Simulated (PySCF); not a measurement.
Working out the ionisation energy of S

S [Ne] 3s2 3p4 (3P) → S⁺ [Ne] 3s2 3p3 (4S). All numbers are calculated (PySCF 2.14, the spin-free X2C one-electron Hamiltonian (Gaussian nucleus), in jorge-DZP-DKH (7s4p1d, 24 functions)). Frozen: [Ne]. Energies in hartree (1 hartree = 27.21139 eV):

| part | S (lower) | S⁺ (upper) |
| --- | --- | --- |
| UHF | -398.575634 | -398.238978 |
| CCSD correlation | -0.105644 | -0.088312 |
| (T) | -0.001322 | -0.000992 |

Problem. What does Hartree-Fock give?

Solution. (-398.238978) − (-398.575634) = 0.336656 hartree = 9.161 eV.

Problem. What do CCSD and CCSD(T) give?

Solution. The CCSD correlation energies differ by 0.017332 hartree = 0.472 eV and the triples by 0.000330 hartree = 0.009 eV, so CCSD gives 9.633 eV and CCSD(T) 9.642 eV.

Measured between the centres of the two terms (NIST): 10.336 eV, so CCSD(T) (valence) is off by -0.694 eV.

A double-zeta basis recovers only part of the correlation energy.

What remains against the reference includes basis incompleteness, the frozen core and higher excitations.
